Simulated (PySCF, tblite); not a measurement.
A complex of methanol and 4 × hydrogen fluoride

A gas-phase complex of methanol and 4 × hydrogen fluoride; neutral, singlet. The structure comes from a short search (6 tight-binding starts) and was relaxed by PBE0-D3(BJ)/def2-SVPD; another way of binding may lie lower. No frequency run checks that it is a minimum.

Parts: 1 = methanol (CO), atoms 1–6; 2 = hydrogen fluoride (F), atoms 7–8; 3 = hydrogen fluoride (F), atoms 9–10; 4 = hydrogen fluoride (F), atoms 11–12; 5 = hydrogen fluoride (F), atoms 13–14.

Coordinates in Å:
```
C1     -0.297   -0.302   -0.185
O2      1.042   -0.673   -0.480
H3     -0.627   -0.802    0.735
H4     -0.922   -0.636   -1.020
H5     -0.393    0.788   -0.070
H6      1.654   -0.386    0.230
F7      1.879   -0.014   -2.589
H8      1.502   -0.319   -1.669
F9      3.928    1.191   -2.400
H10     3.088    0.694   -2.524
F11     2.781    0.276    1.258
H12     3.496    0.724    0.803
F13     4.532    1.395   -0.062
H14     4.338    1.339   -1.009
```

Contacts between parts, classed by geometry: H8···O2 1.323 Å (hydrogen bond, 178°); H10···F7 1.402 Å (hydrogen bond, 175°); H14···F9 1.457 Å (hydrogen bond, 175°); H12···F13 1.507 Å (hydrogen bond, 173°); H6···F11 1.663 Å (hydrogen bond, 171°).

Deforming the relaxed parts to their shape here costs 12.0 kcal/mol, which the interaction energies leave out.

Interaction energies are complex less parts, with the parts frozen as they stand in it; counterpoise-corrected, in kcal/mol (PySCF).

Give the interaction energy at each level run.


```
                 level  interaction  superposition error removed
wB97M-D3(BJ)/def2-SVPD       -56.22                        -2.92
 PBE0-D3(BJ)/def2-SVPD       -61.31                        -3.16
```

What holds them together? Decompose the wB97M-D3(BJ)/def2-SVPD energy: frozen parts, their antisymmetrised product, then relaxation.

electrostatic -95.0, Pauli repulsion +129.3, orbital relaxation -89.8, dispersion correction -3.7 kcal/mol, which sum to the value before the counterpoise correction; the Pauli term holds the exchange-correlation of the frozen density too. Of the attraction, 50 % is electrostatic, 48 % is orbital relaxation, 2 % is dispersion correction.

The parts were also relaxed and run alone, at the levels used for the complex: shieldings by PBE0/pcSseg-1; core levels by delta-SCF with SCAN, pcX-2 on the ionised atom and pcseg-1 elsewhere, spin-free X2C.

Values alone: F7–H8 bond (Å): 0.920; shielding of H8 (ppm): 29.25; shielding of O2 (ppm): 332.0; shielding of H10 (ppm): 29.25; shielding of F7 (ppm): 410.5; O2 1s core level (eV): 539.01; F7 1s core level (eV): 694.12; F9 1s core level (eV): 694.12.

What does binding change?


```json
{"property": "F7–H8 bond (Å)", "alone": "0.920", "in the complex": "1.040", "change": "+0.119"}
{"property": "shielding of H8 (ppm)", "alone": "29.25", "in the complex": "16.01", "change": "-13.24"}
{"property": "shielding of O2 (ppm)", "alone": "332.0", "in the complex": "321.2", "change": "-10.8"}
{"property": "shielding of H10 (ppm)", "alone": "29.25", "in the complex": "19.27", "change": "-9.98"}
{"property": "shielding of F7 (ppm)", "alone": "410.5", "in the complex": "391.4", "change": "-19.1"}
{"property": "O2 1s core level (eV)", "alone": "539.01", "in the complex": "540.43", "change": "+1.43"}
{"property": "F7 1s core level (eV)", "alone": "694.12", "in the complex": "692.66", "change": "-1.46"}
{"property": "F9 1s core level (eV)", "alone": "694.12", "in the complex": "693.36", "change": "-0.75"}
```

Density functionals tend to overstate the lengthening and the red shift of so strongly bound an X–H bond.
